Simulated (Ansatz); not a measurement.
Zinc-blende CdTe, relaxed in Ansatz (plane waves) with several semilocal functionals. Each gives its own volume and its own bulk modulus:

```csv
level,V0 (Å³/atom),bulk modulus (GPa),ln V0,ln B0
LDA,32.899,46.19,3.4934,3.8328
r²SCAN,35.249,40.29,3.5624,3.6961
PBE,36.234,35.13,3.5900,3.5591
```

Question: Fit a straight line to ln B0 against ln V0. What does it predict for PBEsol, whose volume is 34.154 Å³/atom?

Answer: With x = ln V0 and y = ln B0: means 3.54860 and 3.69600; Σ(Δx Δy) = -0.01322, Σ(Δx²) = 0.004951, so the slope is -2.67. At x = 3.5309 the line gives y = 3.69600 + (-2.67) × (3.5309 − 3.54860) = 3.7433, or 42.24 GPa. The run with PBEsol gives 41.37 GPa, -2.1 % from the line. The rows used scatter about it by up to 3.8 %, while the largest value lies 31 % above the smallest. For comparison, PBE's own equation of state has B′ = 4.8, the slope −d ln B/d ln V at a fixed functional; the two needn't agree, since functionals also differ at one volume.

Measured: 43.7 GPa (measured, room temperature, no zero-point or thermal correction, our sources range from 42.0 to 43.7; as tabulated in Elmahjoubi et al. (2023), arXiv:2303.01780).

Ansatz's density-functional and Hartree–Fock values are scalar-relativistic unless marked +SOC, with PAW data made under PBE.

Ansatz is a first-principles code.
